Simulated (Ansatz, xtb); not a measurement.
**CH6BSi−: which of two isomers lies lower**

Structure I: `[BH2-]=C[SiH3]`, a singlet. Structure II: `C=[BH-][SiH3]`, a singlet. Both are isolated ions in the gas phase, relaxed with PBE0-D3(BJ)/def2-SVPD.

I (Å):

```yaml
atoms:
  - { symbol: C, position_ang: [-0.5223, 0.2685, 1.0659] }
  - { symbol: B, position_ang: [-0.6368, -0.9762, 0.2952] }
  - { symbol: Si, position_ang: [-1.6201, 1.6912, 0.8144] }
  - { symbol: H, position_ang: [-1.4923, -1.1297, -0.5757] }
  - { symbol: H, position_ang: [0.1157, -1.9355, 0.4766] }
  - { symbol: H, position_ang: [0.2537, 0.3775, 1.8398] }
  - { symbol: H, position_ang: [-2.4409, 2.1503, 2.0156] }
  - { symbol: H, position_ang: [-0.9613, 3.0093, 0.4198] }
  - { symbol: H, position_ang: [-2.6489, 1.4608, -0.2631] }
```

II (Å):

```yaml
atoms:
  - { symbol: C, position_ang: [-1.6471, -0.8891, 1.3746] }
  - { symbol: B, position_ang: [-1.7353, 0.5565, 1.2536] }
  - { symbol: Si, position_ang: [-0.5039, 1.5087, -0.0153] }
  - { symbol: H, position_ang: [-2.2857, -1.4837, 2.0464] }
  - { symbol: H, position_ang: [-0.9369, -1.5072, 0.8064] }
  - { symbol: H, position_ang: [-2.5328, 1.2389, 1.8932] }
  - { symbol: H, position_ang: [0.4280, 2.5579, 0.5762] }
  - { symbol: H, position_ang: [0.4551, 0.6093, -0.7712] }
  - { symbol: H, position_ang: [-1.1479, 2.3156, -1.1349] }
```

Energies in hartree; the thermal terms are from PBE0-D3(BJ)/def2-SVPD harmonic frequencies (ideal gas, rigid rotor, one conformer each, 298.15 K, 1 atm) and include the zero-point energy:

|  | I | II |
| --- | --- | --- |
| E, CCSD(T)/def2-SVPD | −355.253078 | −355.247203 |
| E, MP2/def2-SVPD | −355.189415 | −355.181265 |
| E, MP2/def2-TZVPPD | −355.424924 | −355.414833 |
| zero-point energy | 0.058923 | 0.059985 |
| H(298 K) − E | 0.065035 | 0.066259 |
| G(298 K) − E | 0.031944 | 0.032795 |

Correct the CCSD(T) difference for the basis set by the MP2 change, then work out ΔE, ΔE₀, ΔH and ΔG for I → II in kJ/mol (1 Eh = 2625.50 kJ/mol) and the equilibrium ratio [II]/[I].

1. Differences II − I: CCSD(T) +0.005875, MP2 in the small set +0.008150, MP2 in the large set +0.010091 Eh.
2. ΔE = +0.005875 + (+0.010091 − (+0.008150)) = +0.007816 Eh = +20.52 kJ/mol.
3. ΔE₀ = ΔE + ΔZPE = +0.007816 + (+0.001062) Eh = +23.31 kJ/mol.
4. ΔH = ΔE + (+0.001224) Eh = +23.73 kJ/mol.
5. ΔG = ΔE + (+0.000851) Eh = +22.76 kJ/mol, so ΔS = (ΔH − ΔG)/T = +3.3 J/(mol K).
6. kT = 0.9442 mEh, so K = [II]/[I] = exp(−ΔG/kT) = exp(−9.18) ≈ 1.0 × 10^−4.

Structure I is favoured at this temperature. An error of 4 kJ/mol in ΔG would change K by a factor of 5. Mirror images and further conformers aren't counted.

As drawn, II has 1 B–Si, 1 C–H in place of 1 C–Si, 1 B–H.

Other levels gave ΔE = +40.8 (GFN2-xTB); +13.3 (HF/STO-3G, GFN2-xTB geometries); +24.0 (r2SCAN-D4/def2-SVPD, GFN2-xTB geometries); +14.0 (PBE0-D3(BJ)/def2-SVPD); +31.4 (HF/def2-SVPD); +21.4 (MP2/def2-SVPD); +15.4 (CCSD(T)/def2-SVPD) kJ/mol. The correlated steps freeze 7 core orbitals. Programs: Ansatz 0.2.0, xtb 6.7.1.
